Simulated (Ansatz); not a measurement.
**Elastic constant C12 of some elemental solids other than molecular ones**

Method: PBE (plane waves, PAW; Ansatz, a program for electronic structure). References are measured values corrected to a static lattice or taken at low temperature (these still hold zero-point motion). The table is a random draw of 6 from 21 solids with such references.

Values in GPa.

```tsv
solid	reference	PBE	error (%)
hcp Zn	34.8	39.0	+12.1
bcc Mo	160	161	+0.6
hcp Y	29.1	25.0	-14.1
hcp Mg	25.9	24.2	-6.6
hcp Os	228†	220	-3.5
diamond	125	125	0.0
```

Over these 6 solids the mean error is -1.9 %, the mean absolute error 6.1 % (median 5.0 %), and the worst case hcp Y at -14.1 %; the value is below the reference in 3 of 6 cases. Over all 21 the mean error is -6.9 % and the mean absolute error 9.6 % (median 6.4 %).

All these references are low-temperature values that still hold zero-point motion.

Spin–orbit coupling is left out, also for the solids with elements from indium on (hcp Os); its size isn't shown.

† marks references with one source in our tables, § those from which another value on file, of any temperature, differs by over 15 %.

Differences are worked out from the printed values.

Each level is taken at its own relaxed cell. Caveats: shear constants of such metals converge slowly with the k mesh (bcc Mo). Ansatz's density-functional and Hartree–Fock values are scalar-relativistic unless marked +SOC, with PAW data made under PBE.

Ansatz's runs of these crystals have no spin polarisation.

Not in this set, of the elemental solids other than molecular ones with a reference value in our tables and a result at some level: 14 for a reference at room or unstated temperature (hcp Cd, hcp Co, bcc Cs, body-centred tetragonal In, fcc Ir and 9 more); 4 for a doubt noted on the run at PBE (diamond-structure Ge, bcc Nb, grey tin (α-Sn), bcc V); 1 for sources at odds (bcc Li). These can be a level's worst cases. Values held back for tests aren't counted. Layered and molecular crystals are counted apart. The metals Ce to Yb are counted apart.

References as tabulated in Galib et al. (2023), arXiv:2209.08184; Gong and Corso (2024), arXiv:2406.16634; Elastic Constants of Yttrium Single Crystals in the Temperature Range 4.2-400 K; Ibrahim et al. (2023), arXiv:2305.03577 and others.
